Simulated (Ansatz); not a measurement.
input.yaml

```yaml
crystal:
  periodic: [false, false, false]
  atoms:
    - { symbol: Al, position_ang: [0.0, 0.0, 0.0] }
    - { symbol: H, position_ang: [0.0, 0.0, 1.56] }
    - { symbol: "N", position_ang: [1.6627, 0.0, -0.96] }
    - { symbol: H, position_ang: [2.1293, -0.9179, -1.2118] }
    - { symbol: H, position_ang: [2.1141, 0.9179, -1.2382] }
    - { symbol: C, position_ang: [-1.706, 0.0, -0.985] }
    - { symbol: H, position_ang: [-2.2662, -0.9305, -0.7558] }
    - { symbol: H, position_ang: [-2.3102, 0.8797, -0.6796] }
    - { symbol: H, position_ang: [-1.5043, 0.0508, -2.0753] }
basis:
  gaussian: { orbitals: def2-SVP }
hamiltonian:
  xc: blyp
  dispersion: d4
relax:
  f_tol: 0.02
  max_steps: 40
output:
  orbitals: {}
```

Run as:

```bash
$ ansatz run input.yaml --threads 2 --pin off --max-ram 3072MiB --backend cpu --events-out ev --progress --plain --runs-dir out
```

Hardware: 2 threads of Arm Neoverse V2 (shared host).

Q: Roughly how long does this run take, and how much memory?

A: 13 s, with a peak of 0.14 GiB, for 11 ionic steps.
